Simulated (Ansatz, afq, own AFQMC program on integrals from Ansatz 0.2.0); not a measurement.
N, quartet in cc-pVTZ, levels against full CI

A free N atom.

Basis cc-pVTZ. Noble-gas cores (and the filled d shells of Ga–Kr and In–Xe) are frozen. Ansatz 0.2.0 and our own AFQMC program on the same integrals; the CISD trial comes from CCSD amplitudes, and released means the phaseless constraint is let go. Free AFQMC starts from the CCSD state and is never constrained. Its projection time is finite, and what remains of the start isn't in its error. Uncertainties: one standard error, sampling alone.

Determinant: UHF, the one that the program's search chose, which needn't be the lowest solution.

Full CI on the same integrals is exact in this basis and with this determinant's frozen core.

The T1 diagnostic is 0.0053 and the weight of the determinant in the CISD state is 0.965. The ⟨S²⟩ of the determinant is 3.756. The size of the correlated space is 5 electrons in 29 orbitals.

| level | correlation energy (eV) |
| --- | --- |
| MP2 | -2.6104 |
| CCSD | -3.0407 |
| CCSD(T) | -3.1027 |

**Question.** Estimate where free-projection AFQMC lies against CCSD(T) on the same integrals.

**Answer.** 1.1 ± 0.06 kJ/mol below CCSD(T).

Reference: full CI, correlation energy -3.113 eV. The released energy is read at 1.50 1/Eh (meV from the phaseless value at times in 1/Eh: -0.5 ± 0.5 at 0.24, -0.9 ± 0.4 at 0.50, -2.8 ± 0.4 at 1.00, -2.6 ± 0.5 at 1.50).

```
         level  E − E(reference) (kJ/mol)  share of correlation (%)
       CCSD(T)                        0.9                     99.68
         CCSDT                        0.1                     99.96
      CCSDT(Q)                        0.0                    100.00
        CCSDTQ                        0.0                    100.00
   ph-AFQMC/HF                  2.1 ± 1.0                     99.30
 ph-AFQMC/CISD                 0.2 ± 0.05                     99.93
released AFQMC                 0.0 ± 0.05                    100.02
    free AFQMC                -0.1 ± 0.06                    100.04
```

CCSDT and higher add their correlation energy to the determinant of the CCSD(T) run, since their own runs factorise the integrals more tightly (a shift of under 2 meV). Free projections are given only where their last times agree within the noise and don't stop above the reference; a slow remainder of the start can still hide under it. A walk keeps the symmetry of its determinant, which the program's search chose and which needn't be the lowest solution, so a lower state of the same spin and another symmetry isn't excluded. Released energies are given only where the last usable release times agree within the noise; a slower fall can still hide under it.
